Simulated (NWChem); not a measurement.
# silicon monoxide (SiO, singlet); SMILES [Si]=O

Computed with NWChem. Pople sets run with spherical d functions. Low-valent species are run as closed-shell singlets; no triplet was tried in these runs. B3LYP is NWChem's, with the RPA form of VWN correlation. Each level has its own optimisation; frequencies are unscaled.

```json
[
 {"level": "Hartree-Fock/STO-3G", "r O–Si (Å)": "1.475", "highest harmonic frequency (cm⁻¹)": "1488", "zero-point energy (kcal/mol)": "2.1", "dipole (D)": "1.82"},
 {"level": "Hartree-Fock/3-21G", "r O–Si (Å)": "1.536", "highest harmonic frequency (cm⁻¹)": "(withheld)", "zero-point energy (kcal/mol)": "1.9", "dipole (D)": "(withheld)"},
 {"level": "Hartree-Fock/6-31G*", "r O–Si (Å)": "1.488", "highest harmonic frequency (cm⁻¹)": "1406", "zero-point energy (kcal/mol)": "2.0", "dipole (D)": "3.26"},
 {"level": "B3LYP/6-31G*", "r O–Si (Å)": "1.525", "highest harmonic frequency (cm⁻¹)": "1246", "zero-point energy (kcal/mol)": "1.8", "dipole (D)": "2.64"},
 {"level": "LDA (Slater exchange, VWN5)/def2-SVP", "r O–Si (Å)": "1.532", "highest harmonic frequency (cm⁻¹)": "1212", "zero-point energy (kcal/mol)": "1.7", "dipole (D)": "2.43"},
 {"level": "PBE/def2-SVP", "r O–Si (Å)": "1.545", "highest harmonic frequency (cm⁻¹)": "1182", "zero-point energy (kcal/mol)": "1.7", "dipole (D)": "2.41"},
 {"level": "BLYP/def2-SVP", "r O–Si (Å)": "1.547", "highest harmonic frequency (cm⁻¹)": "1173", "zero-point energy (kcal/mol)": "1.7", "dipole (D)": "2.44"},
 {"level": "PBE0/def2-SVP", "r O–Si (Å)": "1.523", "highest harmonic frequency (cm⁻¹)": "1261", "zero-point energy (kcal/mol)": "1.8", "dipole (D)": "2.70"}
]
```

Q: Fill in the missing entries.

A: 
- Hartree-Fock/3-21G, highest harmonic frequency (cm⁻¹): 1350
- Hartree-Fock/3-21G, dipole (D): 2.97
